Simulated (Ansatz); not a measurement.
**Relaxing KZn₂**

Computed with DFT PBE, scalar-relativistic, plane waves, PAW in Ansatz 0.2.0. Cutoff 420 eV, Γ-centred k mesh, Gaussian smearing, no spin polarisation in the final step.

The start puts KZn₂ on the cadmium chloride structure type (R-3m, No. 166), with K in place of Cd, Zn in place of Cl, at a guessed volume.

```yaml
crystal:
  lattice:
    - [1.85725, 1.07228, 5.60937]
    - [-1.85725, 1.07228, 5.60937]
    - [0.00000, -2.14457, 5.60937]
  atoms:
    - { symbol: K, position: [0.00000, 0.00000, 0.00000] }
    - { symbol: Zn, position: [0.75000, 0.75000, 0.75000] }
    - { symbol: Zn, position: [0.25000, 0.25000, 0.25000] }
```

Cell and atoms relax at zero pressure; the relaxation can't lower the symmetry of the start. After a coarse first stage the cell is made exact in the group found at 0.06 Å.

The zero of energy is the elements' standard structures at the same level; no fitted shifts are applied.

**Question.** Which crystal results?

**Answer.** It keeps R-3m (No. 166), but not the shape of the type it started on. Conventional cell: a = 4.278 Å, c = 18.379 Å. K is coordinated by 2 Zn at 3.43 Å, 6 Zn at 3.66 Å and 6 K at 4.28 Å; around Zn lie 3 Zn at 2.58 Å.

```
K Zn
1.0
     2.13887    1.23488    6.12648
    -2.13887    1.23488    6.12648
     0.00000   -2.46975    6.12648
K Zn
1 2
Direct
  0.00000 0.00000 0.00000
  0.81331 0.81331 0.81331
  0.18669 0.18669 0.18669
```

**Question.** What are its volume, energy, density and gap?

**Answer.** The volume per atom is 32.36 Å³ and the density is 2.91 g/cm³. The energy over the elements is 0.19 eV/atom. The gap on the 12×12×12 mesh is 0 eV (a metal).

The final run used a 12×12×12 mesh on its 3-atom cell and 0.10 eV smearing. The k mesh leaves about 4 meV/atom of noise in metals. Symmetry constrained the relaxation, so the result can be a saddle point. The steps took roughly 70 core-seconds in all.

Cost: 3 runs of about 1.1 core-minutes in all, on Intel Xeon 6975P-C (Granite Rapids) (shared hosts).